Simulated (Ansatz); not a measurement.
# CH3FO: the cost of one run

Program: Ansatz 0.2.0. Level of theory: RKS B3LYP/def2-SVP. These are calculated values, not measurements.

1 further run of the same task is left out (it didn't finish).

### 1 The system as given

Bond lengths: O1–C2 1.393 Å, C2–F3 1.370 Å, O1–H4 0.998 Å, C2–H5 1.104 Å, C2–H6 1.087 Å. Angles: O1–C2–F3 107.0°, O1–C2–H5 108.2°, O1–C2–H6 110.5°, F3–C2–H5 110.2°, F3–C2–H6 109.1°, H5–C2–H6 111.9°, C2–O1–H4 97.7°.

Structure file:

```xyz
6

O    -0.5310   -0.8601   -0.4915
C     0.3116    0.0063    0.2021
F    -0.2220    1.2624    0.0859
H    -1.1787   -0.1781   -0.8240
H     1.3083   -0.0290   -0.2721
H     0.3539   -0.2655    1.2535
```

### 2 Relaxing end A

File input.yaml:

```yaml
crystal:
  periodic: [false, false, false]
  atoms:
    - { symbol: O, position_ang: [-0.531, -0.8601, -0.4915] }
    - { symbol: C, position_ang: [0.3116, 0.0063, 0.2021] }
    - { symbol: F, position_ang: [-0.222, 1.2624, 0.0859] }
    - { symbol: H, position_ang: [-1.1787, -0.1781, -0.824] }
    - { symbol: H, position_ang: [1.3083, -0.029, -0.2721] }
    - { symbol: H, position_ang: [0.3539, -0.2655, 1.2535] }
basis:
  gaussian: { orbitals: def2-SVP }
hamiltonian:
  xc: b3lyp
relax:
  f_tol: 0.015
  max_steps: 40
```

Command:

```sh
$ ansatz run input.yaml --threads 1 --pin off --max-ram 2048MiB --backend cpu --events-out ev --progress --plain --runs-dir out
```

What time and memory should one allow on 1 thread of Arm Neoverse V2, shared host?

About 14 s, with a peak of 0.12 GiB.
